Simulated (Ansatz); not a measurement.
# C₃H₄O: how energies converge with the basis set

An exercise on one series of results from a longer session: the logs are not shown, and one member is left open.

Method: one geometry, several basis sets; program: Ansatz 0.2.0, Gaussian basis.

Levels to be run: PBE0-D4/def2-SVP; ωB97M-V/def2-SVP; PBE0-D4/def2-QZVPP; ωB97M-V/def2-QZVPP; the functionals' def2-TZVPP values are taken from earlier runs.

**The geometry**

The geometry comes from an earlier relaxation with PBE0-D4 in a triple-zeta def2 set; it is a stationary point, not always the lowest conformer.

SMILES `C=C=CO`, 8 atoms, charge 0, spin multiplicity 1.

Atoms are counted from 1 here; the program's logs count them from 0.

Bond lengths: C1–C2 1.302 Å, C1–H5 1.088 Å, C1–H6 1.088 Å, C2–C3 1.305 Å, C3–O4 1.363 Å, C3–H7 1.084 Å, O4–H8 0.963 Å. Angles: C2–C1–H5 121.7°, C2–C1–H6 121.7°, H5–C1–H6 116.7°, C1–C2–C3 179.5°, C2–C3–O4 126.5°, C2–C3–H7 121.6°, O4–C3–H7 111.9°, C3–O4–H8 108.7°.

The first run:

Contents of in.yaml:

```yaml
crystal:
  periodic: [false, false, false]
  atoms:
    - {symbol: C, position_ang: [-0.601070, 1.381243, -0.326277]}
    - {symbol: C, position_ang: [0.097878, 0.306831, -0.098758]}
    - {symbol: C, position_ang: [0.807872, -0.764156, 0.126833]}
    - {symbol: O, position_ang: [0.335477, -1.987737, 0.496456]}
    - {symbol: H, position_ang: [-0.983916, 1.614029, -1.317223]}
    - {symbol: H, position_ang: [-0.828564, 2.092390, 0.464460]}
    - {symbol: H, position_ang: [1.887887, -0.760184, 0.031544]}
    - {symbol: H, position_ang: [-0.623363, -1.939414, 0.567067]}
basis:
  gaussian: {orbitals: def2-SVP}
hamiltonian: {xc: pbe0, dispersion: d4}
output: {orbitals: {seedname: orbitals}}
```

Run with:

```
ansatz run in.yaml --threads 2 --pin off --events-out ev --progress --plain --max-ram 4352MiB
```

Among the steps run: PBE0-D4 in def2-SVP; ωB97M-V in def2-SVP; PBE0-D4 in def2-QZVPP; ωB97M-V in def2-QZVPP.

One of the session's tables, all rows but one given; the rest of the session is left out.

It belongs to the step «Density functionals: the series». 

| functional | basis | HOMO (eV) | LUMO (eV) |
| --- | --- | --- | --- |
| PBE0-D4 | def2-SVP | -6.52 | -0.08 |
| PBE0-D4 | def2-TZVPP | ? | ? |
| PBE0-D4 | def2-QZVPP | -6.69 | -0.42 |
| ωB97M-V | def2-SVP | -8.73 | 2.10 |
| ωB97M-V | def2-TZVPP | -8.88 | 1.72 |
| ωB97M-V | def2-QZVPP | -8.91 | 1.45 |

Q: Estimate the row for PBE0-D4, def2-TZVPP from the others.

As computed: HOMO (eV): -6.65; LUMO (eV): -0.32. In the column «HOMO (eV)» it lies between PBE0-D4, def2-QZVPP (-6.69) and PBE0-D4, def2-SVP (-6.52).
